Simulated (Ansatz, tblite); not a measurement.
# BCl2Br (BBrCl₂): charged states by level of theory

What does removing an electron cost or gain for BCl2Br (BBrCl₂)? Each charged state is run at several levels.

The runs use Ansatz 0.2.0, Gaussian basis; as each input shows.

The runs, in order: charge +1 doublet, at the geometry of the singlet (PBE0-D4/def2-TZVP, PBE-D4/def2-TZVP, r2SCAN-D4/def2-TZVP, CCSD(T)/def2-TZVPP); the starting singlet's energies come from earlier runs.

## Step 1: The relaxed structure

The geometry is that of the singlet, from an earlier relaxation (B3LYP-D4/def2-SVP).

4 atoms, charge 0, spin multiplicity 1.

Atoms are counted from 1 here; the program's logs count them from 0.

Bond lengths: B1–Cl2 1.749 Å, B1–Cl3 1.749 Å, B1–Br4 1.914 Å. Angles: Cl2–B1–Cl3 120.0°, Cl2–B1–Br4 120.0°, Cl3–B1–Br4 120.0°.

## Step 2: Charge +1 doublet at the fixed geometry, first pass, PBE0-D4/def2-SVP

in.yaml reads:

```yaml
crystal:
  periodic: [false, false, false]
  atoms:
    - {symbol: B, position_ang: [0.021012, 0.035138, 0.000441]}
    - {symbol: Cl, position_ang: [1.769595, 0.008838, 0.023542]}
    - {symbol: Cl, position_ang: [-0.829457, 1.563347, -0.005840]}
    - {symbol: Br, position_ang: [-0.961160, -1.607333, -0.018134]}
basis:
  gaussian: {orbitals: def2-SVP}
total_charge: 1
magnetization: {spin_polarized: true, initial_magnetization: 1}
hamiltonian: {xc: pbe0, dispersion: d4}
output: {orbitals: {seedname: orbitals}}
```

Started as:

```bash
$ ansatz run in.yaml --threads 2 --pin off --events-out ev --progress --plain --max-ram 4352MiB
```

The program printed:

```text
Functional definition: PBE0
  name "PBE0"
  cite "Adamo & Barone, J. Chem. Phys. 110, 6158 (1999) doi:10.1063/1.478522"
  cite "Perdew, Burke & Ernzerhof, Phys. Rev. Lett. 77, 3865 (1996) doi:10.1103/PhysRevLett.77.3865"
  parent pbe
  parameter a = 0.25
  parameter kappa = 0.804
  parameter beta = 0.06672455060314922
  exchange = (1 - a)*pbe_x(kappa = kappa, mu = beta*pi^2/3) + a*exact_x
  correlation = pbe_c(beta = beta)
771 factors; integrals over basis functions are off by at most 1.5e-3 eV
mean field evaluation 1: about -95724.3458 eV, gradient 1.7e1 eV
mean field evaluation 2: about -95720.5782 eV, gradient 2.9e1 eV
mean field evaluation 4: about -95726.1794 eV, gradient 2.1e0 eV
mean field evaluation 8: about -95726.2561 eV, gradient 1.4e-1 eV
mean field evaluation 16: about -95726.2562 eV, gradient 3.3e-4 eV
mean field evaluation 32: about -95725.4315 eV, gradient 6.5e0 eV
mean field -95726.25620481 eV, -3517.8750299398 hartree, gradient 9.2e-6 eV, S^2 0.753449; 6 other end points of the search recorded, 0 dependent functions left out
reference -95726.25622299 eV, -3517.8750306080 hartree; 37, 36 occupied and 45, 46 virtual orbitals, 771 factors
Total energy: -95726.37156978 eV, -3517.8792695242 hartree
```

Wall time 4.5 s (2 threads of Arm Neoverse V1, shared host).

From the report: HOMO -15.31 eV, LUMO -13.18 eV (over both spins); ⟨S²⟩ 0.753 (pure: 0.75).

## Step 3: Charge +1 doublet at the fixed geometry, PBE0-D4/def2-TZVP

start.molden holds the orbitals of an earlier run on this state, given as this run's starting guess.

in.yaml, as its differences from that of step 2:

```diff
@@ -8,3 +8,3 @@
 basis:
-  gaussian: {orbitals: def2-SVP}
+  gaussian: {orbitals: def2-TZVP, initial_orbitals: start.molden}
 total_charge: 1
@@ -12,2 +12,3 @@
 hamiltonian: {xc: pbe0, dispersion: d4}
+scf: {omitted_lower_state_checks: [starts]}
 output: {orbitals: {seedname: orbitals}}
```

Launched as before.

The program printed:

```text
Functional definition: PBE0
  name "PBE0"
  cite "Adamo & Barone, J. Chem. Phys. 110, 6158 (1999) doi:10.1063/1.478522"
  cite "Perdew, Burke & Ernzerhof, Phys. Rev. Lett. 77, 3865 (1996) doi:10.1103/PhysRevLett.77.3865"
  parent pbe
  parameter a = 0.25
  parameter kappa = 0.804
  parameter beta = 0.06672455060314922
  exchange = (1 - a)*pbe_x(kappa = kappa, mu = beta*pi^2/3) + a*exact_x
  correlation = pbe_c(beta = beta)
these checks for a lower state are left out or cut short: starts
1118 factors; their error is unknown
mean field evaluation 1: about -95741.2369 eV, gradient 1.3e2 eV
mean field evaluation 2: about -95743.3907 eV, gradient 3.2e0 eV
mean field evaluation 4: about -95743.9433 eV, gradient 2.9e-1 eV
mean field evaluation 8: about -95743.9434 eV, gradient 1.2e-5 eV
mean field -95743.94344263 eV, -3518.5250239409 hartree, gradient 1.2e-5 eV, S^2 0.754483; 0 other end points of the search recorded, 0 dependent functions left out
reference -95743.94346700 eV, -3518.5250248363 hartree; 37, 36 occupied and 116, 117 virtual orbitals, 1118 factors
Total energy: -95744.05881378 eV, -3518.5292637526 hartree
Checks for a lower state left out: starts
```

Wall time 8 s (2 threads of Arm Neoverse V1, shared host).

HOMO -15.16 eV, LUMO -13.04 eV (over both spins); ⟨S²⟩ 0.754 (pure: 0.75).

## Step 4: Charge +1 doublet at the fixed geometry, PBE-D4/def2-TZVP

in.yaml, as its differences from that of step 3:

```diff
@@ -11,3 +11,3 @@
 magnetization: {spin_polarized: true, initial_magnetization: 1}
-hamiltonian: {xc: pbe0, dispersion: d4}
+hamiltonian: {xc: pbe, dispersion: d4}
 scf: {omitted_lower_state_checks: [starts]}
```

The command is unchanged.

The program printed:

```text
Functional definition: PBE
  name "PBE"
  cite "Perdew, Burke & Ernzerhof, Phys. Rev. Lett. 77, 3865 (1996) doi:10.1103/PhysRevLett.77.3865"
  parent pbe
  parameter kappa = 0.804
  parameter beta = 0.06672455060314922
  exchange = pbe_x(kappa = kappa, mu = beta*pi^2/3)
  correlation = pbe_c(beta = beta)
these checks for a lower state are left out or cut short: starts
1057 factors; their error is unknown
mean field evaluation 1: about -95739.7895 eV, gradient 1.0e1 eV
mean field evaluation 2: about -95739.9142 eV, gradient 2.8e-1 eV
mean field evaluation 4: about -95739.8936 eV, gradient 6.0e-2 eV
mean field evaluation 8: about -95739.8936 eV, gradient 1.0e-5 eV
mean field -95739.89363634 eV, -3518.3761963046 hartree, gradient 1.0e-5 eV, S^2 0.751748; 0 other end points of the search recorded, 0 dependent functions left out
reference -95739.89366889 eV, -3518.3761975009 hartree; 37, 36 occupied and 116, 117 virtual orbitals, 1057 factors
Total energy: -95740.02976042 eV, -3518.3811987723 hartree
Checks for a lower state left out: starts
```

Wall time 4.5 s (2 threads of Arm Neoverse V1, shared host).

HOMO -14.05 eV, LUMO -13.44 eV (over both spins); ⟨S²⟩ 0.752 (pure: 0.75).

## Step 5: Charge +1 doublet at the fixed geometry, r2SCAN-D4/def2-TZVP

in.yaml, as its differences from that of step 4:

```diff
@@ -11,3 +11,3 @@
 magnetization: {spin_polarized: true, initial_magnetization: 1}
-hamiltonian: {xc: pbe, dispersion: d4}
+hamiltonian: {xc: r2scan, dispersion: d4}
 scf: {omitted_lower_state_checks: [starts]}
```

Launched as before.

The program printed:

```text
Functional definition: r2SCAN
  name "r2SCAN"
  cite "Furness, Kaplan, Ning, Perdew & Sun, J. Phys. Chem. Lett. 11, 8208 (2020) doi:10.1021/acs.jpclett.0c02405"
  cite "Furness, Kaplan, Ning, Perdew & Sun, J. Phys. Chem. Lett. 11, 9248 (2020) doi:10.1021/acs.jpclett.0c03077"
  parent r2scan
  parameter k0 = 0.174
  parameter k1 = 0.065
  parameter a1 = 4.9479
  exchange = r2scan_x(k0 = k0, k1 = k1, a1 = a1)
  correlation = r2scan_c
these checks for a lower state are left out or cut short: starts
1057 factors; their error is unknown
mean field evaluation 1: about -95758.9226 eV, gradient 7.5e0 eV
mean field evaluation 2: about -95758.9723 eV, gradient 1.5e-1 eV
mean field evaluation 4: about -95758.9466 eV, gradient 8.4e-3 eV
mean field evaluation 8: about -95758.9466 eV, gradient 7.9e-5 eV
mean field -95758.94661480 eV, -3519.0763803487 hartree, gradient 2.3e-5 eV, S^2 0.753284; 0 other end points of the search recorded, 0 dependent functions left out
reference -95758.94662503 eV, -3519.0763807244 hartree; 37, 36 occupied and 116, 117 virtual orbitals, 1057 factors
Total energy: -95758.97509294 eV, -3519.0774269009 hartree
Checks for a lower state left out: starts
```

Run time: 13 s. Hardware: 2 threads of Arm Neoverse V1, shared host.

HOMO -14.45 eV, LUMO -13.61 eV (over both spins); ⟨S²⟩ 0.753 (pure: 0.75).

## Step 6: Charge +1 doublet at the fixed geometry, CCSD(T)/def2-TZVPP

in.yaml, as its differences from that of step 5:

```diff
@@ -8,7 +8,7 @@
 basis:
-  gaussian: {orbitals: def2-TZVP, initial_orbitals: start.molden}
+  gaussian: {orbitals: def2-TZVPP, initial_orbitals: start.molden}
 total_charge: 1
 magnetization: {spin_polarized: true, initial_magnetization: 1}
-hamiltonian: {xc: r2scan, dispersion: d4}
-scf: {omitted_lower_state_checks: [starts]}
+correlation: {method: ccsd_t}
+scf: {omitted_lower_state_checks: [starts, cluster_reference]}
 output: {orbitals: {seedname: orbitals}}
```

Launched as before.

The program printed, cut to the lines that bear on the results:

```text
Functional definition: HF
  name "HF"
  cite "Fock, Z. Phys. 61, 126 (1930) doi:10.1007/BF01340294"
  parent pbe
[...]
1033 factors; integrals over basis functions are off by at most 5.6e-4 eV
[...]
mean field -95671.64405001 eV, -3515.8680702686 hartree, gradient 2.8e-6 eV, S^2 0.760484; 0 other end points of the search recorded, 0 dependent functions left out
20 core orbitals not correlated: weight in the atoms' cores, before any rotation towards them, 1.000 or more for the frozen orbitals, at most 0.000 for the correlated occupied ones
reference -95671.64405001 eV, -3515.8680702686 hartree; 17, 16 occupied and 126, 127 virtual orbitals, 1033 factors
second order -19.41453459 eV of doubles, -0.00000000 eV of singles
cycle   1  -19.90846095 eV  change   -4.9e-1 eV  update   1.1e-1
[...]
cycle  13  -20.51321868 eV  change    1.6e-5 eV  update   3.9e-5
perturbative correction -0.93800418 eV, -0.0344710178 hartree
Total energy: -95693.09527288 eV, -3516.6563881687 hartree
Checks for a lower state left out: starts, cluster_reference
```

Wall time 4.4 min (2 threads of Arm Neoverse V1, shared host); peak memory 3.1 GiB.

From the report: Hartree-Fock HOMO -17.84 eV, LUMO -9.03 eV (over both spins); ⟨S²⟩ 0.760 (pure: 0.75); T1 0.027.

## Step 7: Vertical ionisation energy

Charged state less starting state, singlet to doublet; the starting state's energies are those of its earlier runs.

Differences are taken before rounding.

```tsv
method	vertical ionisation energy (eV)	from CCSD(T)/def2-TZVPP (eV)	time
HF/def2-TZVPP	10.38	-0.73	
PBE-D4/def2-TZVP	10.41	-0.70	6.3 s
r2SCAN-D4/def2-TZVP	10.68	-0.43	18 s
PBE0-D4/def2-TZVP	10.88	-0.22	12 s
MP2/def2-TZVPP	11.32	+0.21	
CCSD/def2-TZVPP	11.12	+0.02	
CCSD(T)/def2-TZVPP	11.11	0	5.3 min
```

Times add the two runs; a level without a time comes out of a correlated run.

Beside −ε(HOMO) of the starting state:

```tsv
level	−ε(HOMO) (eV)	by difference (eV)	mismatch (eV)
PBE-D4/def2-TZVP	7.34	10.41	-3.07
r2SCAN-D4/def2-TZVP	7.69	10.68	-2.99
PBE0-D4/def2-TZVP	8.69	10.88	-2.20
```

## Step 8: Summary of results

| quantity | value |
| --- | --- |
| vertical ionisation energy, functionals in def2-TZVP | 10.41 (PBE-D4) to 10.88 eV (PBE0-D4) |
| vertical ionisation energy, CCSD(T)/def2-TZVPP | 11.11 eV |

The vertical ionisation energy spans 10.41 to 10.88 eV over the functionals, beside 11.11 eV from CCSD(T)/def2-TZVPP. −ε(HOMO) misses the level's own difference by -2.20 eV at best (PBE0-D4) and -3.07 eV at worst (PBE-D4). The reference is CCSD(T) in one finite basis, so it carries an error of its own, often a tenth of an eV or more, and near misses can't be ranked.
